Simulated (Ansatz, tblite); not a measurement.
# The cluster Na2Cl2: removing and adding an electron

The task here is to estimate one member of a computed series from the others.

The runs use Ansatz 0.2.0, Gaussian basis; as each input shows.

The runs, in order: charge +1 doublet, at the geometry of the singlet (PBE0-D4/def2-TZVP, PBE-D4/def2-TZVP, r2SCAN-D4/def2-TZVP, CCSD(T)/def2-TZVPP); charge +1 doublet, relaxed (PBE0-D4/def2-TZVP, PBE-D4/def2-TZVP); charge -1 doublet, at the geometry of the singlet (PBE0-D4/def2-TZVPD, PBE-D4/def2-TZVPD, r2SCAN-D4/def2-TZVPD); the starting singlet's energies come from earlier runs.

1 further run of the same task is left out (set aside as unsound or not needed). Runs told in other sessions of the task aren't counted.

## The relaxed structure

The geometry is that of the singlet, from an earlier relaxation (PBE0-D4/def2-TZVP). At that level it is the lowest of the isomers that a small search found.

4 atoms, charge 0, spin multiplicity 1.

Atoms are counted from 1 here; the program's logs count them from 0.

Bond lengths: Na1–Cl3 2.531 Å, Na1–Cl4 2.532 Å, Na2–Cl3 2.532 Å, Na2–Cl4 2.531 Å. Angles: Cl3–Na1–Cl4 101.9°, Cl3–Na2–Cl4 101.9°, Na1–Cl3–Na2 78.1°, Na1–Cl4–Na2 78.1°.

The first run:

File in.yaml:

```yaml
crystal:
  periodic: [false, false, false]
  atoms:
    - {symbol: Na, position_ang: [0.019315, 1.450480, -0.662655]}
    - {symbol: Na, position_ang: [-0.019239, -1.450349, 0.663162]}
    - {symbol: Cl, position_ang: [1.927021, 0.140274, 0.361578]}
    - {symbol: Cl, position_ang: [-1.927096, -0.140405, -0.362095]}
basis:
  gaussian: {orbitals: def2-SVP}
total_charge: 1
magnetization: {spin_polarized: true, initial_magnetization: 1}
hamiltonian: {xc: pbe0, dispersion: d4}
output: {orbitals: {seedname: orbitals}}
```

Command:

```sh
$ ansatz run in.yaml --threads 4 --pin off --events-out ev --progress --plain --max-ram 3916MiB
```

Steps of the session up to this table: Charge +1 doublet at the fixed geometry, first pass, PBE0-D4/def2-SVP; Charge +1 doublet at the fixed geometry, PBE0-D4/def2-TZVP; Charge +1 doublet at the fixed geometry, PBE-D4/def2-TZVP; Charge +1 doublet at the fixed geometry, r2SCAN-D4/def2-TZVP; Charge +1 doublet at the fixed geometry, CCSD(T)/def2-TZVPP.

One of the session's tables, all rows but one given; the rest of the session is left out.

It belongs to the step «Vertical ionisation energy». 

```
             method  vertical ionisation energy (eV)
      HF/def2-TZVPP                             8.98
   PBE-D4/def2-TZVP                                ?
r2SCAN-D4/def2-TZVP                             9.25
  PBE0-D4/def2-TZVP                             9.47
     MP2/def2-TZVPP                            10.13
    CCSD/def2-TZVPP                             9.93
 CCSD(T)/def2-TZVPP                             9.98
```

Q: Estimate the row for PBE-D4/def2-TZVP from the others.

**Answer.** vertical ionisation energy (eV): 9.04. In the column «vertical ionisation energy (eV)» it lies between HF/def2-TZVPP (8.98) and r2SCAN-D4/def2-TZVP (9.25).

Limits of these values: The anion's highest level is positive in at least one run, so there the basis alone may hold the extra electron.
